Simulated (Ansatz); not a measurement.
# N2H3 (quartet): the correlation ladder at distance N1–H4 along a hydrogen transfer = 1.181 Å, cc-pVDZ

Aim: climb from Hartree-Fock through coupled cluster and multireference methods for N2H3 (quartet) at one geometry and basis, and see what each rung misses.

The runs use Ansatz 0.2.0, Gaussian basis; cc-pVDZ, core rule «outside noble gas», up to 2 orbitals frozen.

Plan: UHF; CCSD(T) on ROHF; CCSD(T) on UHF; BCCD(T) on ROHF; CISD; CCSDT(Q) on ROHF; CCSDT(Q) on UHF; CASSCF and MRCISD+Q, 5 electrons in 5 orbitals; CASSCF and NEVPT2, 5 electrons in 5 orbitals; CASSCF and NEVPT2, 13 electrons in 11 orbitals.

7 further runs of the same task are left out: 6 that didn't finish, 1 set aside as unsound or not needed.

### 1 What is computed

The geometry derives from fragments relaxed apart (PBE0/def2-TZVP) and kept rigid, so it is no stationary point. A hydrogen atom is moved between rigid fragments.

5 atoms, charge 0, spin multiplicity 4.

Atoms are counted from 1 here; the program's logs count them from 0.

Bond lengths: N1–H2 1.012 Å, N1–H3 1.012 Å, N1–H4 1.181 Å, H4–N5 1.167 Å. Angles: H2–N1–H3 107.1°, H2–N1–H4 107.1°, H3–N1–H4 107.1°, N1–H4–N5 180.0°.

### 2 UHF

in.yaml

```yaml
crystal:
  periodic: [false, false, false]
  atoms:
    - {symbol: N, position_ang: [-1.078667, -0.018366, -0.028586]}
    - {symbol: H, position_ang: [-1.375947, 0.949467, -0.028586]}
    - {symbol: H, position_ang: [-1.375946, -0.420665, 0.851673]}
    - {symbol: H, position_ang: [0.102333, -0.018366, -0.028587]}
    - {symbol: N, position_ang: [1.269333, -0.018365, -0.028587]}
basis:
  gaussian: {orbitals: cc-pVDZ}
magnetization: {spin_polarized: true, initial_magnetization: 3}
hamiltonian: {xc: hf}
output: {orbitals: {seedname: orbitals}}
```

Run with:

```sh
> ansatz run in.yaml --threads 1 --pin off --events-out ev --progress --plain --max-ram 2393MiB
```

After this run come: CCSD(T) on ROHF; CCSD(T) on UHF; BCCD(T) on ROHF; CISD; CCSDT(Q) on ROHF; CCSDT(Q) on UHF; CASSCF and MRCISD+Q, 5 electrons in 5 orbitals; CASSCF and NEVPT2, 5 electrons in 5 orbitals; CASSCF and NEVPT2, 13 electrons in 11 orbitals.

**Question.** What will the summary of the whole plan be? Wanted: UCCSDT(Q) below the RHF energy; RMP2 from UCCSDT(Q); UMP2 from UCCSDT(Q); RCCSD from UCCSDT(Q); RCCSD(T) from UCCSDT(Q); UCCSD(T) from UCCSDT(Q); RCCSDT(Q) from UCCSDT(Q); NEVPT2 pair from UCCSDT(Q); MRCISD+Q pair from UCCSDT(Q).

As calculated:

| quantity | value |
| --- | --- |
| UCCSDT(Q) below the RHF energy | -8.9803 eV |
| RMP2 from UCCSDT(Q) | +105.2 kJ/mol |
| UMP2 from UCCSDT(Q) | +110.0 kJ/mol |
| RCCSD from UCCSDT(Q) | +22.3 kJ/mol |
| RCCSD(T) from UCCSDT(Q) | +3.5 kJ/mol |
| UCCSD(T) from UCCSDT(Q) | +3.4 kJ/mol |
| RCCSDT(Q) from UCCSDT(Q) | +0.2 kJ/mol |
| NEVPT2 pair from UCCSDT(Q) | +105.2 kJ/mol |
| MRCISD+Q pair from UCCSDT(Q) | +9.2 kJ/mol |
| NEVPT2 valence from UCCSDT(Q) | +116.5 kJ/mol |
| levels within 1 kcal/mol (43 meV) | RCCSD(T), UCCSD(T), BCCD(T), RCCSDT, UCCSDT, RCCSDT(Q) |
| T1 diagnostic | 0.032 |
| effectively unpaired electrons | 3.02 |

What this shows: RCCSD(T) lands +3.5 kJ/mol from the yardstick (0.4 % of the correlation energy). One determinant dominates. Of the multireference levels listed MRCISD+Q pair comes nearest in total energy (+9.2 kJ/mol), which doesn't show that its space is the better one. These misses are within one basis, not against nature; the frozen cores of restricted and unrestricted runs differ, which can shift their rows.
